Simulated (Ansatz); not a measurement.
# C2H4O2: the cost of one run

Computed with Ansatz 0.2.0 (the levels named in each step, unless a step's input says otherwise).

### Step 1. The system as given

Bond lengths: C1–O2 1.426 Å, O2–C3 1.321 Å, C3–O4 1.195 Å, C1–H5 1.087 Å, C1–H6 1.086 Å, C1–H7 1.097 Å, C3–H8 1.103 Å. Angles: C1–O2–C3 116.2°, O2–C1–H5 106.3°, O2–C1–H6 110.3°, O2–C1–H7 110.1°, H5–C1–H6 110.8°, H5–C1–H7 110.6°, H6–C1–H7 108.8°, O2–C3–O4 126.5°, O2–C3–H8 108.8°, O4–C3–H8 124.7°.

As a file:

```xyz
8

C    -1.4675   -0.1113   -0.1180
O    -0.2204   -0.6130   -0.5935
C     0.8641   -0.0740   -0.0652
O     0.8992    0.7851    0.7643
H    -2.2401   -0.6529   -0.6569
H    -1.5567   -0.2764    0.9520
H    -1.5409    0.9650   -0.3171
H     1.7522   -0.5480   -0.5162
```

### Step 2. A rough first relaxation, PBE-D4/def2-SVP

This run stands in another session on the same molecule. It ended at:

```xyz
8

C    -1.4702   -0.1104   -0.1214
O    -0.2215   -0.6266   -0.6092
C     0.8813   -0.0740   -0.0648
O     0.8946    0.7953    0.7771
H    -2.2616   -0.6586   -0.6622
H    -1.5648   -0.2738    0.9712
H    -1.5505    0.9779   -0.3177
H     1.7826   -0.5556   -0.5237
```

### Step 3. Relaxation, r2SCAN-D4/def2-TZVPP

File input.yaml:

```yaml
crystal:
  periodic: [false, false, false]
  atoms:
    - { symbol: C, position_ang: [-1.4701699, -0.11041861, -0.12138367] }
    - { symbol: O, position_ang: [-0.22147289, -0.62657253, -0.60917821] }
    - { symbol: C, position_ang: [0.88125486, -0.0739833, -0.06476035] }
    - { symbol: O, position_ang: [0.89456965, 0.79527378, 0.77707172] }
    - { symbol: H, position_ang: [-2.26157131, -0.65856196, -0.66222206] }
    - { symbol: H, position_ang: [-1.56484305, -0.27382263, 0.97122619] }
    - { symbol: H, position_ang: [-1.55052921, 0.97791639, -0.31765915] }
    - { symbol: H, position_ang: [1.78263184, -0.55560115, -0.52365448] }
basis:
  gaussian: { orbitals: def2-TZVPP }
hamiltonian:
  xc: r2scan
  dispersion: d4
relax:
  f_tol: 0.002
  max_steps: 150
```

On the command line:

```bash
$ ansatz run input.yaml --threads 4 --pin off --max-ram 10240MiB --backend cpu --events-out ev --progress --plain --runs-dir out
```

**Question.** How long does this run take on 4 threads of Arm Neoverse V1, shared host, and how much memory does it need?

About 15 s, with a peak of 0.32 GiB.
